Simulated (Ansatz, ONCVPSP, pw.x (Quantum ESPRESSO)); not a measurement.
# pw.x on diamond Ge: one setting changed

Potential: optimised norm-conserving Vanderbilt (ONCV), ONCVPSP 4.0.1.1 (patched build), PBE; core [Ar] 3d10, reference 4s2 4p2; waves: 4s: rc 1.65 bohr, ncon 4, nbas 8, qcut 3.4 1/bohr, 2 projectors, debl 2.9 Ha; 4p: rc 2.30 bohr, ncon 3, nbas 6, qcut 4.3 1/bohr, 2 projectors, debl 2.6 Ha; d scattering state at 0.11 Ha: rc 2.25 bohr, ncon 4, nbas 9, qcut 4.4 1/bohr, 1 projector; local part: polynomial inside 1.30 bohr (lpopt 5, dvloc0 0 Ha); core correction: Teter function, fcfact 2.25, rcfact 1.6.

The reference run (k-mesh 8³, cutoffs 135/540 Ry, Fermi–Dirac 0.01 Ry, mixing_beta 0.4, conv_thr 1e-9, no spin) gives 0.44 GPa at 23.951 Å³/atom, where all-electron LAPW gives 0.00 GPa. This run, with its own iteration cap, changes degauss to 0.02.

```
&control
  calculation='scf', prefix='x', pseudo_dir='./', outdir='./tmp', tstress=.true., disk_io='none'
/
&system
  ibrav=0, nat=2, ntyp=1, ecutwfc=135, ecutrho=540, nbnd=11,
  occupations='smearing', smearing='fd', degauss=0.02
/
&electrons
  conv_thr=1e-09, mixing_beta=0.4, electron_maxstep=60
/
ATOMIC_SPECIES
Ge 1.0 Ge.UPF
CELL_PARAMETERS angstrom
  0.00000000 2.88253474 2.88253474
  2.88253474 0.00000000 2.88253474
  2.88253474 2.88253474 0.00000000
ATOMIC_POSITIONS crystal
Ge 0.0000 0.0000 0.0000
Ge 0.2500 0.2500 0.2500
K_POINTS automatic
8 8 8 0 0 0
```

```bash
pw.x < Ge.scf.in > Ge.scf.out
```

Task: How does the run end?

Result: It converges in 7 iterations; the free energy moves by -10.8 meV/atom and the pressure by +0.18 GPa. In a metal, with Fermi–Dirac smearing, F lies below its zero-width value by a term in the square of the width.

```
Message from routine setup:
     using ibrav=0 with symmetry is DISCOURAGED, use correct ibrav instead
     lattice parameter (alat)  =       7.7035  a.u.
     unit-cell volume          =     323.2587 (a.u.)^3
     number of electrons       =         8.00
     number of Kohn-Sham states=           11
     kinetic-energy cutoff     =     135.0000  Ry
     charge density cutoff     =     540.0000  Ry
     scf convergence threshold =      1.0E-09
     Exchange-correlation= PBE
     number of k points=    29  Fermi-Dirac smearing, width (Ry)=  0.0200
     iteration #  1     ecut=   135.00 Ry     beta= 0.40
     total energy              =     -17.96661875 Ry
     estimated scf accuracy    <       0.02873135 Ry
     iteration #  2     ecut=   135.00 Ry     beta= 0.40
     total energy              =     -17.96524738 Ry
     estimated scf accuracy    <       0.00859490 Ry
     iteration #  3     ecut=   135.00 Ry     beta= 0.40
     total energy              =     -17.96558400 Ry
     estimated scf accuracy    <       0.00008628 Ry
     iteration #  4     ecut=   135.00 Ry     beta= 0.40
     total energy              =     -17.96559613 Ry
     estimated scf accuracy    <       0.00000141 Ry
     iteration #  5     ecut=   135.00 Ry     beta= 0.40
     total energy              =     -17.96559661 Ry
     estimated scf accuracy    <       0.00000024 Ry
     iteration #  6     ecut=   135.00 Ry     beta= 0.40
     total energy              =     -17.96559665 Ry
     estimated scf accuracy    <          1.9E-09 Ry
     iteration #  7     ecut=   135.00 Ry     beta= 0.40
     the Fermi energy is     5.2805 ev
!    total energy              =     -17.96559665 Ry
     estimated scf accuracy    <          2.7E-10 Ry
     smearing contrib. (-TS)   =      -0.00512950 Ry
     The total energy is F=E-TS. E is the sum of the following terms:
     one-electron contribution =       4.06851632 Ry
     hartree contribution      =       1.19681891 Ry
     xc contribution           =      -7.40322387 Ry
     ewald contribution        =     -15.82257851 Ry
     convergence has been achieved in   7 iterations
          total   stress  (Ry/bohr**3)                   (kbar)     P=        6.19
     Message from routine punch:
     Nothing written, as per user request (disk_io='none')
```

The run took about 30 s on one core of a shared host (Neoverse-V2, 96 threads, 742 GiB, load 28).
